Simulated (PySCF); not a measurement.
C3H6, SMILES `C1CC1`, neutral singlet in the gas phase. 

Cartesian coordinates (Å):
```xyz
9

C      0.8543     0.0375     0.1253
C     -0.4794     0.7153     0.0740
C     -0.3749    -0.7528    -0.1992
H      1.3128    -0.1103     1.0951
H      1.5570     0.2364    -0.6742
H     -0.9274     1.0281     1.0088
H     -0.6832     1.3747    -0.7604
H     -0.5075    -1.0911    -1.2193
H     -0.7518    -1.4377     0.5500
```
Charge 0, spin multiplicity 1.

All levels are single points at this geometry (PBE0-D3(BJ)/def2-TZVP); Pople sets use spherical d functions. Orbital energies aren't observables, and empty levels follow the basis.

PBE-D3(BJ)/def2-TZVP in PySCF gives HOMO (eV) = -7.07.

### Question
Estimate the HOMO (eV) from each of these levels: PBE0-D3(BJ)/def2-TZVP in PySCF; B3LYP/3-21G in PySCF; B3LYP/6-311+G** in PySCF; HF/3-21G in PySCF; HF/STO-3G in PySCF.

### Answer

```json
[
 {"level": "PBE0-D3(BJ)/def2-TZVP in PySCF", "HOMO (eV)": "-8.39"},
 {"level": "B3LYP/3-21G in PySCF", "HOMO (eV)": "-8.03"},
 {"level": "B3LYP/6-311+G** in PySCF", "HOMO (eV)": "-8.16"},
 {"level": "HF/3-21G in PySCF", "HOMO (eV)": "-11.50"},
 {"level": "HF/STO-3G in PySCF", "HOMO (eV)": "-10.49"}
]
```
